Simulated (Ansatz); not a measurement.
This geometry of C2H6FNO2 (12 atoms, charge 0, multiplicity 1) is a first-order saddle point.

The calculation used RKS r2SCAN/cc-pVDZ (Ansatz).

```xyz
12
Properties=species:S:1:pos:R:3
C -0.593 -1.179 0.930
O 0.624 -0.619 0.453
C 0.475 0.622 -0.191
N -0.360 0.667 -1.308
O 1.744 1.017 -0.518
F -0.100 1.497 0.745
H -0.361 -2.203 1.248
H -1.349 -1.205 0.126
H -0.989 -0.605 1.785
H -1.271 1.088 -1.232
H -0.062 0.233 -2.168
H 2.320 0.633 0.165
```

Problem. Which two structures does it join? (They come from a converged band through this point; their orientation in space is the band's.)

Solution. No bond is made or broken. The height of N4 over the plane of its neighbours goes from 0.41 to -0.38 Å.

Initial state:

```xyz
12
Properties=species:S:1:pos:R:3
C -0.592 -1.247 0.967
O 0.580 -0.679 0.373
C 0.387 0.570 -0.188
N -0.541 0.560 -1.268
O 1.622 1.047 -0.561
F -0.159 1.422 0.782
H -0.335 -2.287 1.203
H -1.437 -1.213 0.262
H -0.860 -0.707 1.890
H -0.732 1.528 -1.532
H -0.083 0.116 -2.066
H 2.226 0.834 0.171
```

Final state:

```xyz
12
Properties=species:S:1:pos:R:3
C -0.612 -1.155 0.857
O 0.604 -0.614 0.357
C 0.500 0.680 -0.189
N -0.327 0.863 -1.327
O 1.771 1.059 -0.503
F -0.038 1.498 0.812
H -0.375 -2.161 1.224
H -1.373 -1.239 0.058
H -1.015 -0.543 1.681
H -1.306 0.749 -1.070
H -0.088 0.166 -2.033
H 2.339 0.642 0.166
```

Problem. How far does it lie above each of them?

Solution. 0.218 eV above the first and 0.120 eV above the second. This is the barrier of this one path; another mechanism may lie lower.

Run time: 3.7 min on 2 threads of AMD EPYC 7B13 (Zen 3), with other jobs on the host, peak memory 0.2 GiB.
